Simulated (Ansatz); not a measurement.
Two shapes of singlet SO3.

Shape 1:

```xyz
4

S    -0.0352    0.0234   -0.0267
O     1.4136   -0.0320    0.0265
O    -0.7472    1.2888   -0.0129
O    -0.7399   -1.2796    0.0340
```

Shape 2:

```xyz
4

S     0.0000    0.0000    0.0000
O     1.5568    0.0000    0.0000
O    -0.7784    1.3482    0.0000
O    -0.7784   -1.3482    0.0000
```

Basis set: cc-pVDZ (spherical functions). Frozen core: 8 orbitals. Charge 0, multiplicity 1.

Computed with Ansatz (development build ahead of 0.2.0); each method stands on the lowest determinant of its kind that the runs found.

(1) Which shape is lower in energy, and by how much in each method?

Answers

(1)

```csv
method,E(2) − E(1) (eV)
RHF,1.461
RHF-MP2,0.494
```

Shape 1 is lower.
